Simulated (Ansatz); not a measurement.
[OH···H···Cl], doublet: reading a ladder of total energies

Geometry: a point of a hydrogen-transfer path between rigid fragments, not a stationary point.

```yaml
atoms:
  - { symbol: O, position_ang: [-0.9769, -0.2316, 0.0000] }
  - { symbol: H, position_ang: [-1.2262, 0.6949, 0.0000] }
  - { symbol: H, position_ang: [0.2491, -0.2316, 0.0000] }
  - { symbol: Cl, position_ang: [1.9541, -0.2316, 0.0000] }
```

Basis cc-pVDZ; Ansatz 0.2.0. Correlated methods freeze the noble-gas cores, which leaves 15 electrons in 36 orbitals. Prefix R: restricted or restricted open-shell reference; prefix U: unrestricted.

Full CI isn't at hand for all of this; UCCSDT(Q) serves as the reference, and is uncertain by about the last step of the cluster series.

Runs differ by some tens of microhartree through their thresholds and, for an open shell, their frozen cores, so steps under 0.03 kcal/mol mean nothing.

| level | total energy (hartree) |
| --- | --- |
| UHF | -535.440604 |
| UMP2 | -535.760505 |
| UCCSD | -535.792968 |
| UCCSD(T) | -535.799786 |
| UCCSDT | -535.800556 |
| UCCSDT(Q) | -535.801471 |

What is the correlation energy at UCCSDT(Q), and what share of it do UMP2 and UCCSDT recover?

E(corr) = -535.801471 − (-535.440604) = -0.360867 hartree = -9.820 eV. UMP2: -0.319901 / -0.360867 = 88.65 %. UCCSDT: -0.359952 / -0.360867 = 99.75 %.

By how many kcal/mol does UCCSD(T) miss UCCSDT(Q) (1 hartree = 627.509 kcal/mol), and which steps make up the rest?

-535.799786 − (-535.801471) = 0.001685 hartree = 1.06 kcal/mol. Steps: UCCSDT − UCCSD(T) = -0.48, UCCSDT(Q) − UCCSDT = -0.57 kcal/mol. Differences between like states or geometries often cancel part of this.
